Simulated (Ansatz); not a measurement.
Species: C₂H₆N, net charge 0, doublet state. It need not be the lowest isomer of its formula. 
Geometry from a B3LYP-D3(BJ)/def2-TZVP (Ansatz, a program for electronic structure) optimisation:
```
C
H 1 1.0919
H 1 1.0919 2 107.00
N 1 1.4852 2 106.99 3 -114.39
H 4 1.0153 1 109.60 2 179.12
H 4 1.0153 5 106.18 1 -118.30
C 1 1.4856 2 111.07 3 121.37
H 7 1.0827 1 120.60 2 37.28
H 7 1.0827 8 117.47 1 -166.90
```
Charge 0, spin multiplicity 2.

Parts of the frozen-core correlation energy in cc-pVDZ (Ansatz, hartree). Frozen orbitals: 3; correlated occupied orbitals by spin: 10 and 9; virtual: 59 and 60. Open shells are spin-unrestricted. Spin-orbit coupling is left out. Non-relativistic.

```csv
term,value
reference (HF),-133.62979
MP2 opposite-spin,-0.33305
MP2 same-spin,[?]
CCSD correlation,[?]
(T),[?]
T1 diagnostic,0.012
largest doubles amplitude,0.023
<S^2> of the reference,0.763
```

### Question
Complete the blanks.

### Answer

- MP2 same-spin, value: -0.10155
- CCSD correlation, value: -0.47805
- (T), value: -0.01254
